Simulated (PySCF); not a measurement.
Geometries of 2 isomers of [C3H3O3]- (charge -1), from PBE0-D3(BJ)/def2-SVP geometry optimisation, gas phase in PySCF 2.14.0. One conformer each, no zero-point energy, no frequencies.

Task: Which is lower in electronic energy at this level?
A.
```xyz
9
angstrom
C     -1.317    0.637   -0.040
C     -0.658   -0.583   -0.015
O     -1.112   -1.749   -0.018
C      0.879   -0.483    0.030
O      1.640   -1.423    0.082
O      1.411    0.775    0.005
H     -0.781    1.586   -0.039
H     -2.411    0.643   -0.071
H      2.363    0.602    0.043
```
B.
```xyz
9
angstrom
O      1.820    1.138   -0.751
C      1.865    0.193    0.056
O      2.826   -0.325    0.655
C      0.495   -0.422    0.430
C     -0.687    0.444    0.508
O     -0.539   -0.460   -0.552
H      0.535   -1.313    1.076
H     -1.498    0.223    1.223
H     -0.541    1.499    0.241
```

Result: A. That is `C=C([O-])C(=O)O`, 6.7 kcal/mol below the other.

```json
{"SMILES": "C=C([O-])C(=O)O", "atoms numbered as above": "[CH2:1]=[C:2]([O-:3])[C:4](=[O:5])[OH:6]", "E (Eh)": "-341.18691", "relative (kcal/mol)": "0.0", "relative (kJ/mol)": "0.0", "dipole about centre of mass (D)": "5.04"}
{"SMILES": "O=C([O-])[C@H]1CO1", "atoms numbered as above": "[O:1]=[C:2]([O-:3])[C@H:4]1[CH2:5][O:6]1", "E (Eh)": "-341.17628", "relative (kcal/mol)": "6.7", "relative (kJ/mol)": "27.9", "dipole about centre of mass (D)": "4.94"}
```

As drawn, the lower has an O–H bond, which the higher lacks; the higher has a three-membered ring, which the lower lacks.
